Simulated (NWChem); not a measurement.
All runs are NWChem calculations. System: isobutene (C₄H₈), charge 0, spin multiplicity 1, at a geometry optimised with PBE/def2-SVP. Level: RHF/def2-TZVP.

Job file:

```
start mol
memory heap 200 mb stack 900 mb global 1100 mb
geometry units angstroms nocenter noautoz
  C     -1.277112     0.000000    -0.681178
  C      0.000000     0.000000     0.120807
  C      1.277112     0.000000    -0.681178
  C      0.000000     0.000000     1.470214
  H     -1.329885    -0.888616    -1.347922
  H     -1.329885     0.888616    -1.347922
  H     -2.176212     0.000000    -0.035026
  H      1.329885    -0.888616    -1.347922
  H      2.176212     0.000000    -0.035026
  H      1.329885     0.888616    -1.347922
  H      0.940110     0.000000     2.044875
  H     -0.940110     0.000000     2.044875
  symmetry group C2v
end
basis spherical
  * library def2-tzvp
end
scf
  rhf
  nopen 0
  maxiter 100
  thresh 1e-7
  semidirect memsize 60000000 filesize 0
end
task scf energy
```

NWChem printed:

```
             Northwest Computational Chemistry Package (NWChem) 7.3.0
             --------------------------------------------------------

                                NWChem Input Module
                                -------------------

 Scaling coordinates for geometry "geometry" by  1.889725989
 (inverse scale =  0.529177249)

 Turning off AUTOSYM since
 SYMMETRY directive was detected!

                             Geometry "geometry" -> ""
                             -------------------------

 Output coordinates in angstroms (scale by  1.889725989 to convert to a.u.)

  No.       Tag          Charge          X              Y              Z
 ---- ---------------- ---------- -------------- -------------- --------------
    1 C                    6.0000    -1.27711200     0.00000000    -0.68117800
    2 C                    6.0000     0.00000000     0.00000000     0.12080700
    3 C                    6.0000     1.27711200     0.00000000    -0.68117800
    4 C                    6.0000     0.00000000     0.00000000     1.47021400
    5 H                    1.0000    -1.32988500    -0.88861600    -1.34792200
    6 H                    1.0000    -1.32988500     0.88861600    -1.34792200
    7 H                    1.0000    -2.17621200     0.00000000    -0.03502600
    8 H                    1.0000     1.32988500    -0.88861600    -1.34792200
    9 H                    1.0000     2.17621200     0.00000000    -0.03502600
   10 H                    1.0000     1.32988500     0.88861600    -1.34792200
   11 H                    1.0000     0.94011000     0.00000000     2.04487500
   12 H                    1.0000    -0.94011000     0.00000000     2.04487500

 Effective nuclear repulsion energy (a.u.)     118.7207897954

            Nuclear Dipole moment (a.u.)
            ----------------------------
        X                 Y               Z
 ---------------- ---------------- ----------------
     0.0000000000     0.0000000000     0.0000000000

      Symmetry information
      --------------------

 Group name             C2v
 Group number             16
 Group order               4
 No. of unique centers     6

      Symmetry unique atoms

     1    2    4    5    7   11


 Summary of "ao basis" -> "" (spherical)
 ------------------------------------------------------------------------------
       Tag                 Description            Shells   Functions and Types
 ---------------- ------------------------------  ------  ---------------------
 *                         def2-tzvp                  on all atoms

 Summary of "ao basis" -> "ao basis" (spherical)
 ------------------------------------------------------------------------------
       Tag                 Description            Shells   Functions and Types
 ---------------- ------------------------------  ------  ---------------------
 C                         def2-tzvp                11       31   5s3p2d1f
 H                         def2-tzvp                 4        6   3s1p

                                 NWChem SCF Module
                                 -----------------

  ao basis        = "ao basis"
  functions       =   172
  atoms           =    12
  closed shells   =    16
  open shells     =     0
  charge          =   0.00
  wavefunction    = RHF
  use symmetry    = T
  symmetry adapt  = T

 Summary of "ao basis" -> "ao basis" (spherical)
 ------------------------------------------------------------------------------
       Tag                 Description            Shells   Functions and Types
 ---------------- ------------------------------  ------  ---------------------
 C                         def2-tzvp                11       31   5s3p2d1f
 H                         def2-tzvp                 4        6   3s1p

      Symmetry analysis of basis
      --------------------------

        a1         65
        a2         24
        b1         51
        b2         32

 Forming initial guess at       0.1s

      Superposition of Atomic Density Guess
      -------------------------------------

 Sum of atomic energies:        -154.68378641

      Non-variational initial energy
      ------------------------------

 Total energy =    -157.323652
 1-e energy   =    -440.246482
 2-e energy   =     164.202039
 HOMO         =      -0.295976
 LUMO         =       0.010228

      Symmetry analysis of molecular orbitals - initial
      -------------------------------------------------

  Numbering of irreducible representations:

     1 a1          2 a2          3 b1          4 b2

  Orbital symmetries:

     1 a1          2 b1          3 a1          4 a1          5 a1
     6 b1          7 a1          8 a1          9 b1         10 a1
    11 b2         12 a2         13 b1         14 a1         15 b1
    16 b2         17 b2         18 a1         19 b1         20 a1
    21 b1         22 a1         23 b2         24 a1         25 a2
    26 b1

 Starting SCF solution at       3.7s

 ----------------------------------------------
         Quadratically convergent ROHF

 Convergence threshold     :          1.000E-07
 Maximum no. of iterations :          100
 Final Fock-matrix accuracy:          1.000E-09
 ----------------------------------------------

              iter       energy          gnorm     gmax       time
             ----- ------------------- --------- --------- --------
                 1     -156.1144752240  7.41D-01  1.83D-01      4.0
                 2     -156.1613464055  2.16D-01  4.27D-02      4.3
                 3     -156.1660868549  9.88D-03  1.92D-03      5.2
                 4     -156.1660988962  3.44D-05  1.14D-05      7.1
                 5     -156.1660988964  8.35D-09  2.49D-09      9.6

       Final RHF  results
       ------------------

         Total SCF energy =   -156.166098896409
      One-electron energy =   -444.263053887154
      Two-electron energy =    169.376165195352
 Nuclear repulsion energy =    118.720789795393

        Time for solution =      6.0s

       Symmetry analysis of molecular orbitals - final
       -----------------------------------------------

  Numbering of irreducible representations:

     1 a1          2 a2          3 b1          4 b2

  Orbital symmetries:

     1 a1          2 b1          3 a1          4 a1          5 a1
     6 b1          7 a1          8 a1          9 b1         10 a1
    11 b2         12 a2         13 b1         14 a1         15 b1
    16 b2         17 a1         18 b2         19 b1         20 a1
    21 b1         22 b2         23 a1         24 a1         25 a2
    26 b1

             Final eigenvalues
             -----------------

              1
    1  -11.2425
    2  -11.2260
    3  -11.2260
    4  -11.2152
    5   -1.0839
    6   -0.9356
    7   -0.9203
    8   -0.7152
    9   -0.6141
   10   -0.6058
   11   -0.5846
   12   -0.5315
   13   -0.5173
   14   -0.5127
   15   -0.4803
   16   -0.3443
   17    0.1366
   18    0.1537
   19    0.1805
   20    0.1916
   21    0.2046
   22    0.2225
   23    0.2310
   24    0.2586
   25    0.2608
   26    0.2780

                       ROHF Final Molecular Orbital Analysis
                       -------------------------------------

 Vector   14  Occ=2.000000D+00  E=-5.126953D-01  Symmetry=a1
              MO Center=  2.0D-15, -3.5D-16, -1.9D-01, r^2= 3.3D+00
   Bfn.  Coefficient  Atom+Function         Bfn.  Coefficient  Atom+Function
  ----- ------------  ---------------      ----- ------------  ---------------
    39      0.218366   2 C  pz               42      0.197633   2 C  pz
   101     -0.197486   4 C  pz                8     -0.184624   1 C  pz
    70     -0.184624   3 C  pz               11     -0.153376   1 C  pz
    73     -0.153376   3 C  pz

 Vector   15  Occ=2.000000D+00  E=-4.803145D-01  Symmetry=b1
              MO Center= -3.6D-16, -5.7D-16,  2.4D-01, r^2= 3.1D+00
   Bfn.  Coefficient  Atom+Function         Bfn.  Coefficient  Atom+Function
  ----- ------------  ---------------      ----- ------------  ---------------
    37      0.237069   2 C  px               40      0.219226   2 C  px
     6     -0.192399   1 C  px               68     -0.192399   3 C  px
     9     -0.155680   1 C  px               71     -0.155680   3 C  px

 Vector   16  Occ=2.000000D+00  E=-3.442749D-01  Symmetry=b2
              MO Center=  8.5D-15, -3.9D-16,  6.7D-01, r^2= 2.3D+00
   Bfn.  Coefficient  Atom+Function         Bfn.  Coefficient  Atom+Function
  ----- ------------  ---------------      ----- ------------  ---------------
   100      0.274350   4 C  py              103      0.268436   4 C  py
    38      0.238447   2 C  py               41      0.236435   2 C  py
   106      0.203628   4 C  py

 Vector   17  Occ=0.000000D+00  E= 1.366151D-01  Symmetry=a1
              MO Center= -2.8D-15, -9.2D-16, -9.7D-01, r^2= 8.9D+00
   Bfn.  Coefficient  Atom+Function         Bfn.  Coefficient  Atom+Function
  ----- ------------  ---------------      ----- ------------  ---------------
     5      4.584253   1 C  s                67      4.584253   3 C  s
    36     -2.566999   2 C  s               127     -1.502919   5 H  s
   133     -1.502919   6 H  s               145     -1.502919   8 H  s
   157     -1.502919  10 H  s               139     -1.313997   7 H  s
   151     -1.313997   9 H  s                 4     -0.521612   1 C  s

 Vector   18  Occ=0.000000D+00  E= 1.537177D-01  Symmetry=b2
              MO Center=  6.6D-15, -1.5D-14,  4.0D-01, r^2= 5.0D+00
   Bfn.  Coefficient  Atom+Function         Bfn.  Coefficient  Atom+Function
  ----- ------------  ---------------      ----- ------------  ---------------
   106      0.873318   4 C  py               44     -0.791218   2 C  py
   127     -0.604364   5 H  s               133      0.604364   6 H  s
   145     -0.604364   8 H  s               157      0.604364  10 H  s
    38     -0.248506   2 C  py               41     -0.230420   2 C  py
   100      0.203663   4 C  py               13     -0.160510   1 C  py

 Vector   19  Occ=0.000000D+00  E= 1.805333D-01  Symmetry=b1
              MO Center= -6.8D-15, -1.1D-15, -5.2D-01, r^2= 1.1D+01
   Bfn.  Coefficient  Atom+Function         Bfn.  Coefficient  Atom+Function
  ----- ------------  ---------------      ----- ------------  ---------------
     5      8.246634   1 C  s                67     -8.246634   3 C  s
    43      4.684035   2 C  px              105     -2.445617   4 C  px
   139     -1.890267   7 H  s               151      1.890267   9 H  s
   127     -1.674461   5 H  s               133     -1.674461   6 H  s
   145      1.674461   8 H  s               157      1.674461  10 H  s

 center of mass
 --------------
 x =  -0.00000000 y =   0.00000000 z =   0.04588438

 moments of inertia (a.u.)
 ------------------
         200.533713061678           0.000000000000           0.000000000000
           0.000000000000         394.864551402081           0.000000000000
           0.000000000000           0.000000000000         217.066156865330

  Mulliken analysis of the total density
  --------------------------------------

    Atom       Charge   Shell Charges
 -----------   ------   -------------------------------------------------------
    1 C    6     6.31   0.85  1.12  0.47  0.66  0.11  1.24  1.38  0.38  0.02  0.06  0.00
    2 C    6     5.98   0.85  1.12  0.49  0.60  0.10  1.20  1.35  0.11  0.03  0.13  0.01
    3 C    6     6.31   0.85  1.12  0.47  0.66  0.11  1.24  1.38  0.38  0.02  0.06  0.00
    4 C    6     6.30   0.85  1.12  0.50  0.59  0.14  1.22  1.29  0.51  0.02  0.05  0.01
    5 H    1     0.89   0.26  0.49  0.12  0.02
    6 H    1     0.89   0.26  0.49  0.12  0.02
    7 H    1     0.89   0.26  0.50  0.11  0.02
    8 H    1     0.89   0.26  0.49  0.12  0.02
    9 H    1     0.89   0.26  0.50  0.11  0.02
   10 H    1     0.89   0.26  0.49  0.12  0.02
   11 H    1     0.88   0.26  0.50  0.10  0.02
   12 H    1     0.88   0.26  0.50  0.10  0.02

       Multipole analysis of the density wrt the origin
       ------------------------------------------------

     L   x y z        total         open         nuclear
     -   - - -        -----         ----         -------
     0   0 0 0     -0.000000      0.000000     32.000000

     1   1 0 0     -0.000000      0.000000      0.000000
     1   0 1 0     -0.000000      0.000000      0.000000
     1   0 0 1     -0.223494      0.000000      0.000000

     2   2 0 0    -19.349123      0.000000    135.293229
     2   1 1 0     -0.000000      0.000000      0.000000
     2   1 0 1      0.000000      0.000000     -0.000000
     2   0 2 0    -21.459825      0.000000     11.279398
     2   0 1 1      0.000000      0.000000      0.000000
     2   0 0 2    -19.742561      0.000000    122.336946

 Task  times  cpu:        9.7s     wall:        9.7s

 Total times  cpu:        9.8s     wall:        9.8s
```
